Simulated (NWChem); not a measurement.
System: BF3; SMILES FB(F)F

Here is an NWChem input.

```
start job
memory heap 200 mb stack 900 mb global 1100 mb
geometry units angstroms noautosym nocenter noautoz
  B      0.000000     0.000000    -0.002313
  F     -0.349219    -1.276309     0.000351
  F     -0.930706     0.940587     0.000351
  F      1.279925     0.335722     0.000351
end
basis spherical
  * library def2-svp
end
dft
  xc xcamb88 1.00 lyp 0.81 vwn_5 0.19 hfexch 1.00
  cam 0.33 cam_alpha 0.19 cam_beta 0.46
  iterations 150
end
property
  efieldgrad
end
task dft property
```

Geometry: optimised at PBE-D3(BJ)/def2-SVP.

Vzz is the largest principal value of the second derivative of the potential at the nucleus (NWChem prints the opposite sign); η is the asymmetry. Non-relativistic.

Atoms are numbered as in the input.

Question: What results follow from this input? (CAM-B3LYP/def2-SVP.) Quantities: Vzz B1 (a.u.); η B1.

Answer: 
```yaml
Vzz B1 (a.u.): 0.266
"η B1": 0.00
```
